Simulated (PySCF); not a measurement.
# NO2F (nitryl fluoride): levels of theory compared

We compute a comparison of 6 runs (B3LYP/cc-pVTZ, BHLYP/cc-pVTZ, PBE/cc-pVTZ, r2SCAN/cc-pVTZ, revPBE/cc-pVTZ, CCSD(T)/cc-pVTZ) of NO2F (nitryl fluoride). The job is set up through a Python script.

The calculation is run with PySCF 2.14.0.

**1. The structure to begin with**

The species is NO2F (4 atoms), meant as a singlet with charge 0. SMILES: `O=[N+]([O-])F`. The shape is that of a PBE0-D4/def2-TZVP optimisation.

Bond lengths: O1–N2 1.170 Å, N2–O3 1.170 Å, N2–F4 1.442 Å. Angles: O1–N2–O3 135.6°, O1–N2–F4 112.2°, O3–N2–F4 112.2°.

**2. The energy at B3LYP/cc-pVTZ (run 1)**

The input, input.py:

```python
from pyscf import gto, dft

mol = gto.Mole()
mol.atom = '''
O        0.188290       0.469930       1.120250
N        0.079720      -0.071800       0.089140
O        0.476580      -1.068680      -0.376880
F       -0.744590       0.670550      -0.832510
'''
mol.max_memory = 1860
mol.charge = 0
mol.verbose = 3
mol.basis = 'cc-pvtz'
mol.build()

myscf = dft.RKS(mol, xc='b3lyp')
myscf.grids.level = 5
myscf.conv_tol = 1e-10
myscf.kernel()
if not myscf.converged:
    myscf = myscf.newton().run(myscf.mo_coeff, myscf.mo_occ)

e_tot = myscf.e_tot
print('E = %.10f Eh' % e_tot)
```

Run with:

```bash
OMP_NUM_THREADS=1 python input.py
```

Log:

```text
converged SCF energy = -305.008654051904
E = -305.0086540519 Eh
```

Wall time 20 s (1 thread of Intel Xeon at 2.70GHz, shared host); peak memory 0.65 GiB.

**3. A single-point energy at BHLYP/cc-pVTZ (run 2)**

The input, job.py:

```python
from pyscf import gto, dft

mol = gto.Mole()
mol.atom = '''
O      0.355817     0.888039     2.116966
N      0.150649    -0.135682     0.168450
O      0.900606    -2.019513    -0.712200
F     -1.407071     1.267156    -1.573216
'''
mol.verbose = 4
mol.max_memory = 1860
mol.spin = 0
mol.charge = 0
mol.basis = 'cc-pvtz'
mol.unit = 'bohr'
mol.build()

mf = dft.RKS(mol)
mf.xc = 'bhandhlyp'
mf.grids.level = 5
mf.conv_tol = 1e-10
mf.kernel()
if not mf.converged:
    mf = mf.newton().run(mf.mo_coeff, mf.mo_occ)

etot = mf.e_tot
print(f'total energy: {etot:.8f} hartree')
```

Run with:

```bash
OMP_NUM_THREADS=1 python job.py
```

Log:

```text
PySCF version 2.14.0

[INPUT] num. atoms = 4
[INPUT] num. electrons = 32
[INPUT] charge = 0
[INPUT] spin (= nelec alpha-beta = 2S) = 0
[INPUT] symmetry False subgroup None
[INPUT] Mole.unit = bohr
[INPUT] Symbol           X                Y                Z      unit          X                Y                Z       unit  Magmom
[INPUT]  1 O      0.188290247658   0.469930001208   1.120250163492 AA    0.355817000000   0.888039000000   2.116966000000 Bohr   0.0
[INPUT]  2 N      0.079720017648  -0.071799822332   0.089139901179 AA    0.150649000000  -0.135682000000   0.168450000000 Bohr   0.0
[INPUT]  3 O      0.476580171218  -1.068680256757  -0.376880009617 AA    0.900606000000  -2.019513000000  -0.712200000000 Bohr   0.0
[INPUT]  4 F     -0.744589907346   0.670550077881  -0.832510055055 AA   -1.407071000000   1.267156000000  -1.573216000000 Bohr   0.0

nuclear repulsion = 124.476489321631
number of shells = 36
number of NR pGTOs = 168
number of NR cGTOs = 120
basis = cc-pvtz
ecp = {}

******** <class 'pyscf.dft.rks.RKS'> ********
method = RKS
initial guess = minao
damping factor = 0
level_shift factor = 0
DIIS = <class 'pyscf.scf.diis.CDIIS'>
diis_start_cycle = 1
diis_space = 8
diis_damp = 0
SCF conv_tol = 1e-10
SCF conv_tol_grad = None
SCF max_cycles = 50
direct_scf = True
direct_scf_tol = 1e-13
XC library pyscf.dft.libxc version 7.0.0
    S. Lehtola, C. Steigemann, M. J.T. Oliveira, and M. A.L. Marques.,  SoftwareX 7, 1–5 (2018)
XC functionals = bhandhlyp
    Defined through Gaussian implementation.
radial grids:
    Treutler-Ahlrichs [JCP 102, 346 (1995); DOI:10.1063/1.469408] (M4) radial grids

becke partition: Becke, JCP 88, 2547 (1988); DOI:10.1063/1.454033
pruning grids: <function nwchem_prune>
grids dens level: 5
symmetrized grids: False
atomic radii adjust function: <function treutler_atomic_radii_adjust>
small_rho_cutoff = 0
Set gradient conv threshold to 1e-05
Initial guess from minao.
tot grids = 171952
init E= -305.707047392865
  HOMO = -0.404349726484247  LUMO = -0.0486524295473103  gap/eV = 9.67902
cycle= 1 E= -304.550437152687  delta_E= 1.16  |g|=  1.3  |ddm|= 1.86
  HOMO = -0.427459384972471  LUMO = -0.171243144360096  gap/eV = 6.97200
cycle= 2 E= -304.250025132748  delta_E=  0.3  |g|= 2.02  |ddm|= 1.09
  HOMO = -0.455968089329421  LUMO = -0.0664693715646845  gap/eV = 10.59880
cycle= 3 E= -304.843669665022  delta_E= -0.594  |g|= 0.0805  |ddm|= 0.627
  HOMO = -0.448163717623319  LUMO = -0.0464630462029216  gap/eV = 10.93083
cycle= 4 E= -304.844392967997  delta_E= -0.000723  |g|= 0.0548  |ddm|= 0.0549
  HOMO = -0.451742138237562  LUMO = -0.0480808597839193  gap/eV = 10.98418
cycle= 5 E= -304.844857476348  delta_E= -0.000465  |g|= 0.0115  |ddm|= 0.0282
  HOMO = -0.452334166828662  LUMO = -0.0478366083322879  gap/eV = 11.00694
cycle= 6 E= -304.844887948901  delta_E= -3.05e-05  |g|= 0.00197  |ddm|= 0.00804
  HOMO = -0.45206348443897  LUMO = -0.047462817892324  gap/eV = 11.00974
cycle= 7 E= -304.84489064259  delta_E= -2.69e-06  |g|= 0.000724  |ddm|= 0.00325
  HOMO = -0.452230889444068  LUMO = -0.0476187309433431  gap/eV = 11.01006
cycle= 8 E= -304.844890823521  delta_E= -1.81e-07  |g|= 0.000188  |ddm|= 0.000779
  HOMO = -0.452208482607726  LUMO = -0.0475778069142994  gap/eV = 11.01056
cycle= 9 E= -304.84489083507  delta_E= -1.15e-08  |g|= 2.44e-05  |ddm|= 0.000209
  HOMO = -0.452208599652138  LUMO = -0.047576841764231  gap/eV = 11.01059
cycle= 10 E= -304.84489083519  delta_E= -1.2e-10  |g|= 1.18e-05  |ddm|= 2.34e-05
  HOMO = -0.452208621933616  LUMO = -0.0475771854316207  gap/eV = 11.01058
cycle= 11 E= -304.844890835204  delta_E= -1.42e-11  |g|= 7.89e-06  |ddm|= 8.82e-06
  HOMO = -0.452208579100572  LUMO = -0.0475771342474598  gap/eV = 11.01058
Extra cycle  E= -304.844890835181  delta_E= 2.33e-11  |g|= 1.41e-05  |ddm|= 9.91e-06
converged SCF energy = -304.844890835181
total energy: -304.84489084 hartree
```

Wall time 19 s (1 thread of Intel Xeon at 2.70GHz, shared host); peak memory 0.65 GiB.

Runs 3 to 5 aren't shown in full; the table further down has their settings and results.

**4. A single-point energy at CCSD(T)/cc-pVTZ (run 6)**

The input, calc.py:

```python
from pyscf import gto, cc

mol = gto.Mole()
mol.atom = '''
O      0.355817     0.888039     2.116966
N      0.150649    -0.135682     0.168450
O      0.900606    -2.019513    -0.712200
F     -1.407071     1.267156    -1.573216
'''
mol.basis = 'cc-pvtz'
mol.unit = 'bohr'
mol.spin = 0
mol.max_memory = 1860
mol.verbose = 4
mol.build()

hf = mol.RHF()
hf.conv_tol = 1e-10
hf.kernel()
if not hf.converged:
    hf = hf.newton().run(hf.mo_coeff, hf.mo_occ)

mycc = cc.CCSD(hf, frozen=4)
mycc.kernel()
e_t = mycc.ccsd_t()
e_tot = mycc.e_tot + e_t
print(f'total energy: {e_tot:.8f} hartree')
```

Run with:

```bash
OMP_NUM_THREADS=1 python calc.py
```

Log:

```text
PySCF version 2.14.0

[INPUT] num. atoms = 4
[INPUT] num. electrons = 32
[INPUT] charge = 0
[INPUT] spin (= nelec alpha-beta = 2S) = 0
[INPUT] symmetry False subgroup None
[INPUT] Mole.unit = bohr
[INPUT] Symbol           X                Y                Z      unit          X                Y                Z       unit  Magmom
[INPUT]  1 O      0.188290247658   0.469930001208   1.120250163492 AA    0.355817000000   0.888039000000   2.116966000000 Bohr   0.0
[INPUT]  2 N      0.079720017648  -0.071799822332   0.089139901179 AA    0.150649000000  -0.135682000000   0.168450000000 Bohr   0.0
[INPUT]  3 O      0.476580171218  -1.068680256757  -0.376880009617 AA    0.900606000000  -2.019513000000  -0.712200000000 Bohr   0.0
[INPUT]  4 F     -0.744589907346   0.670550077881  -0.832510055055 AA   -1.407071000000   1.267156000000  -1.573216000000 Bohr   0.0

nuclear repulsion = 124.476489321631
number of shells = 36
number of NR pGTOs = 168
number of NR cGTOs = 120
basis = cc-pvtz
ecp = {}

[... 43 lines left out ...]
converged SCF energy = -303.532543118488
[... 12 lines left out ...]
Init t2, MP2 energy = -304.482218676916  E_corr(MP2) -0.949675558427268
[... 13 lines left out ...]
CCSD converged
[... 2 lines left out ...]
total energy: -304.50520014 hartree
```

Wall time 1.7 min (1 thread of Intel Xeon at 2.70GHz, shared host); peak memory 1.8 GiB.

**5. All runs side by side**

```
run            level  integration grid  frozen core orbitals  energy (Eh)  dipole moment (D) of the reference  HOMO energy (eV)  LUMO energy (eV)  wall time
  1    B3LYP/cc-pVTZ                 5                     –  -305.008654                                0.29            -10.04             -2.77       20 s
  2    BHLYP/cc-pVTZ                 5                     –  -304.844891                                0.22            -12.31             -1.29       19 s
  3      PBE/cc-pVTZ                 5                     –  -304.739219                                0.32             -8.32             -3.43       19 s
  4   r2SCAN/cc-pVTZ                 5                     –  -304.887369                                0.33             -8.83             -3.39       28 s
  5   revPBE/cc-pVTZ                 5                     –  -304.943987                                0.32             -8.23             -3.32       18 s
  6  CCSD(T)/cc-pVTZ                 –                     4  -304.505200                                0.07            -14.60              2.01    1.7 min
```

**6. Summary of results**

| quantity | value |
| --- | --- |
| run 6: total energy | -304.50520 Eh |
| run 6: dipole moment (Hartree–Fock density) | 0.07 D |
| run 6: HOMO energy (Hartree–Fock orbitals) | -14.60 eV |
| run 6: LUMO energy (Hartree–Fock orbitals) | 2.01 eV |
| run 6: HOMO–LUMO gap (Hartree–Fock orbitals) | 16.62 eV |
| run 6: correlation energy (4 core orbitals frozen) | -972.7 mEh |
| run 6: (T) correction | -45.30 mEh |
| run 6: T1 diagnostic | 0.018 |

Over runs 1, 2, 3, 4, 5 the dipole moment (its size) runs from 0.22 D (BHLYP/cc-pVTZ) to 0.33 D (r2SCAN/cc-pVTZ). Over runs 1, 2, 3, 4, 5 the HOMO–LUMO gap runs from 4.88 eV (PBE/cc-pVTZ) to 11.01 eV (BHLYP/cc-pVTZ). Totals of different functionals can't be ranked against each other. All runs together took 3.4 min, the longest 1.7 min.
